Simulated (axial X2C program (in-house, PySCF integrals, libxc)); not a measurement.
Ionising SiB

Calculated with an axial X2C code built on PySCF integrals, spin-free (one-electron X2C) or two-component (2c: spin–orbit coupling with atomic mean-field Coulomb and Gaunt terms, which also bring small scalar terms), in Dyall basis sets with cores contracted in-house; open shells are unrestricted.

Basis sets: B dyall-v3z, Si dyall-v3z.

```csv
Hamiltonian,level,SiB state,Re (Å),ωe (cm⁻¹),De (eV)
spin-free,PBE0,"M_S = 3/2, Λ = 0",1.909,765.8,3.52
2c,PBE0,Ω = 3/2,1.909,765.7,3.51
```

Adiabatic ionisation energy (minimum to minimum, no zero-point term) and constants of SiB⁺:

| Hamiltonian | level | SiB⁺ state | IE (eV) | Re (Å) | ωe (cm⁻¹) | De (eV) | fragments |
| --- | --- | --- | --- | --- | --- | --- | --- |
| spin-free | PBE0 | M_S = 1, Λ = 1 | 9.01 | 2.103 | 545.3 | 2.72 | Si+ + B |
| 2c | PBE0 | Ω = 2 | 9.01 | 2.103 | 546.1 | 2.71 | Si+ + B |

Task: Add the zero-point terms to the ionisation energy at PBE0, 2c, and say whether the electron removed was bonding.

Result: IE0 = IE + (ωe⁺ − ωe)/2 = 9.01 + (-0.014) = 9.00 eV. Re changes by 0.194 Å, so the bond lengthens, as on loss of a bonding electron.

Task: Close the cycle De(SiB⁺) + IE(SiB) = De(SiB) + IE(Si) to find the atomic ionisation energy at PBE0, 2c.

Result: IE(Si) = 2.71 + 9.01 − 3.51 = 8.21 eV, for the determinants used.

Each entry is the lowest single determinant of a limited PBE0 search at one distance. De goes to single-determinant-based atoms at the same level (for ions the charge split of lowest energy) and is withheld (n/a) where an atom does not fit its ground term or J level. Main or longest-lived isotopes. One determinant is a doubtful description, or other states lie close, for SiB, SiB⁺; these need not be ground states, and all values refer to the states named. Some open-shell Ω = 0 determinants are out of reach, so the Ω given for SiB⁺ need not be the lowest component. With several unpaired electrons the Ω given is that of one determinant, not necessarily of the lowest component. Some light 2c atoms are not at their ground J level, so De misses part of their lowering (0.04 eV or less). The functionals have no current term, which raises determinants with orbital currents.
